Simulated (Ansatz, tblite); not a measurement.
# InH2Br: charged states by level of theory

One table from this session's results is given with a row withheld; the runs are named, their logs left out.

Program: Ansatz 0.2.0, Gaussian basis. Level of theory: as each input shows. These are calculated values, not measurements.

Levels to be run: charge +1 doublet, at the geometry of the singlet (PBE0-D4/def2-TZVP, PBE-D4/def2-TZVP, r2SCAN-D4/def2-TZVP, CCSD(T)/def2-TZVPP); charge -1 doublet, at the geometry of the singlet (PBE0-D4/def2-TZVPD, PBE-D4/def2-TZVPD, r2SCAN-D4/def2-TZVPD, CCSD(T)/def2-TZVPD); the starting singlet's energies come from earlier runs.

### The structure

The geometry is that of the singlet, from an earlier relaxation (r2SCAN-D4/def2-TZVP).

4 atoms, charge 0, spin multiplicity 1.

Atoms are counted from 1 here; the program's logs count them from 0.

Bond lengths: In1–H2 1.702 Å, In1–H3 1.702 Å, In1–Br4 2.488 Å. Angles: H2–In1–H3 135.0°, H2–In1–Br4 112.5°, H3–In1–Br4 112.5°.

In takes a core potential in the def2 sets. No spin-orbit coupling is included.

The first run:

Contents of in.yaml:

```yaml
crystal:
  periodic: [false, false, false]
  atoms:
    - {symbol: In, position_ang: [0.152231, 0.254470, -0.001524]}
    - {symbol: H, position_ang: [1.836177, 0.005744, 0.011966]}
    - {symbol: H, position_ang: [-0.863690, 1.620200, -0.021236]}
    - {symbol: Br, position_ang: [-1.124718, -1.880405, 0.010794]}
basis:
  gaussian: {orbitals: def2-TZVP}
total_charge: 1
magnetization: {spin_polarized: true, initial_magnetization: 1}
hamiltonian: {xc: pbe0, dispersion: d4}
output: {orbitals: {seedname: orbitals}}
```

Run with:

```console
$ ansatz run in.yaml --threads 4 --pin off --events-out ev --progress --plain --max-ram 3916MiB
```

Among the steps run: Charge +1 doublet at the fixed geometry, PBE0-D4/def2-TZVP; Charge +1 doublet at the fixed geometry, PBE-D4/def2-TZVP; Charge +1 doublet at the fixed geometry, r2SCAN-D4/def2-TZVP; Charge +1 doublet at the fixed geometry, CCSD(T)/def2-TZVPP; Charge -1 doublet at the fixed geometry, PBE0-D4/def2-TZVPD; Charge -1 doublet at the fixed geometry, PBE-D4/def2-TZVPD; Charge -1 doublet at the fixed geometry, r2SCAN-D4/def2-TZVPD; Charge -1 doublet at the fixed geometry, CCSD(T)/def2-TZVPD.

One of the session's tables, all rows but one given; the rest of the session is left out.

It belongs to the step «Vertical electron affinity». 

| method | vertical electron affinity (eV) |
| --- | --- |
| HF/def2-TZVPD | -0.02 |
| PBE-D4/def2-TZVPD | 0.54 |
| r2SCAN-D4/def2-TZVPD | 0.61 |
| PBE0-D4/def2-TZVPD | 0.54 |
| MP2/def2-TZVPD | ? |
| CCSD/def2-TZVPD | 0.43 |
| CCSD(T)/def2-TZVPD | 0.47 |

Estimate the missing values for MP2/def2-TZVPD.

**Answer.** vertical electron affinity (eV): 0.45. In the column «vertical electron affinity (eV)» it lies between CCSD/def2-TZVPD (0.43) and CCSD(T)/def2-TZVPD (0.47).

Limits of these values: The anion's highest level is positive in at least one run, so there the basis alone may hold the extra electron.
